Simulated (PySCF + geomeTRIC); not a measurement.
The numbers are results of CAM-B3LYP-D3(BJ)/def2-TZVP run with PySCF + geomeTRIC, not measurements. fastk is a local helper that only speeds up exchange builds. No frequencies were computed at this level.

```python
import json, numpy as np
from pyscf import gto, dft
from fastk import lowrank_exchange
atoms = """
S      0.665640    -0.000003    -0.000002
H     -0.665640     0.000003     0.000002
"""
def scf(charge, spin, dm0=None):
    mol = gto.M(atom=atoms, basis='def2-tzvp', ecp={}, charge=charge, spin=spin, verbose=3, max_memory=5040)
    mf = dft.KS(mol, xc='cam-b3lyp').density_fit(auxbasis="def2-universal-jkfit")
    mf.disp = 'd3bj'
    mf.grids.level = 3
    mf.conv_tol = 1e-8
    mf.max_cycle = 60
    mf.kernel(dm0)
    if not mf.converged:
        mf = mf.newton().run(mf.mo_coeff, mf.mo_occ).undo_soscf()
    return mf
mf = scf(0, 1)
lowrank_exchange(mf)  # same exchange matrices as the stock routine, built faster for response steps
mo, _, stable, _ = mf.stability(return_status=True)
if not stable:
    mf.kernel(mf.make_rdm1(mo, mf.mo_occ))
del mf.get_jk
from pyscf.geomopt.geometric_solver import kernel as optimize
path = []
done, mol = optimize(mf, maxsteps=80, assert_convergence=False, callback=lambda env: path.append((env["energy"], bool(env["g_scanner"].converged))))
res = dict(converged=bool(done and path[-1][1]), energy=path[-1][0], path=[e for e, c in path], xyz=mol.atom_coords(unit="Angstrom").tolist(), nao=mol.nao)
json.dump(res, open("result.json", "w"))
```

Output:

```
converged SCF energy = -398.765178924654  <S^2> = 0.75421727  2S+1 = 2.0042128
<class 'pyscf.df.df_jk.DFUKS'> wavefunction is stable in the internal stability analysis
Geometry optimization cycle 1
converged SCF energy = -398.765178924688  <S^2> = 0.75421744  2S+1 = 2.004213
cycle 1: E = -398.765178925  dE = -398.765  norm(grad) = 0.00883956
Geometry optimization cycle 2
converged SCF energy = -398.76524806483  <S^2> = 0.75422264  2S+1 = 2.0042182
cycle 2: E = -398.765248065  dE = -6.91401e-05  norm(grad) = 0.000256372
Geometry optimization cycle 3
converged SCF energy = -398.765248125122  <S^2> = 0.75422222  2S+1 = 2.0042178
cycle 3: E = -398.765248125  dE = -6.02922e-08  norm(grad) = 1.63859e-05
<class 'geometric.internal.Distance'> : 1
<class 'geometric.internal.TranslationX'> : 1
<class 'geometric.internal.TranslationY'> : 1
<class 'geometric.internal.TranslationZ'> : 1
<class 'geometric.internal.RotationA'> : 1
<class 'geometric.internal.RotationB'> : 1
<class 'geometric.internal.RotationC'> : 1
Step    0 : Gradient = 6.251e-03/6.251e-03 (rms/max) Energy = -398.7651789247
Step    1 : Displace = 6.095e-03/6.095e-03 (rms/max) Trust = 1.000e-01 (=) Grad = 1.813e-04/1.813e-04 (rms/max) E (change) = -398.7652480648 (-6.914e-05) Quality = 0.960
Step    2 : Displace = 1.718e-04/1.718e-04 (rms/max) Trust = 1.414e-01 (+) Grad = 1.159e-05/1.165e-05 (rms/max) E (change) = -398.7652481251 (-6.029e-08) Quality = 1.024
Converged! =D
```

Cost: about 15 core-seconds (a rough figure).
